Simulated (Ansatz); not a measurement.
Consider the formal loss of a carbene: `C=C(N)OCF` → `[CH]F` + `C=C(N)O`.

Gas-phase electronic energies from Ansatz, PBE0-D4/def2-TZVP geometries. CCSD(T)/CBS adds triple-zeta CCSD(T) − MP2 to the extrapolated MP2 energy (def2 sets, frozen cores). This one scheme is used for every species. Each species was taken in one conformer, which may not be the lowest.

`C=C(N)OCF`:

Z-matrix (Å, degrees):
```
C
O 1 1.383
F 1 1.372 2 110.3
H 1 1.093 2 111.7 3 119.4
H 1 1.091 2 106.8 3 -117.1
C 2 1.376 1 116.1 3 -79.7
N 6 1.387 2 112.2 1 -65.8
C 6 1.328 2 120.5 1 113.5
H 7 1.008 6 113.7 2 -177.4
H 7 1.011 6 113.5 2 -48.0
H 8 1.081 6 121.0 2 172.7
H 8 1.079 6 119.8 2 -7.8
```

`[CH]F`:

Z-matrix (Å, degrees):
```
C
F 1 1.301
H 1 1.126 2 102.3
```

`C=C(N)O`:

```xyz
9

C     0.833    0.610    0.611
C    -0.083    0.034   -0.177
N    -1.163   -0.710    0.240
O    -0.106    0.147   -1.527
H     0.815    0.465    1.681
H     1.591    1.261    0.198
H    -1.446   -1.422   -0.415
H    -1.104   -1.041    1.188
H     0.663    0.656   -1.800
```

| species | CCSD(T)/CBS(def2) energy (Eh) |
| --- | --- |
| `C=C(N)OCF` | -347.39856 |
| `[CH]F` | -138.29972 |
| `C=C(N)O` | -208.96738 |

Work out ΔE.

ΔE = (-138.29972) + (-208.96738) − (-347.39856) = 0.13146 Eh = +345.1 kJ/mol.

Largest T1 diagnostic among the species: 0.018.

Leaving LDA and LC-ωPBE aside and taking each functional with its dispersion term where it has one, the values, not all of them listed here, spread over 31.6 kJ/mol, from BLYP-D4 to r2SCAN0-D4. LDA lies +58.7 kJ/mol from PBE without D4. From PBE to PBE0 (25 % exact exchange), in def2-TZVPP and without D4, ΔE moves by +7.2 kJ/mol.
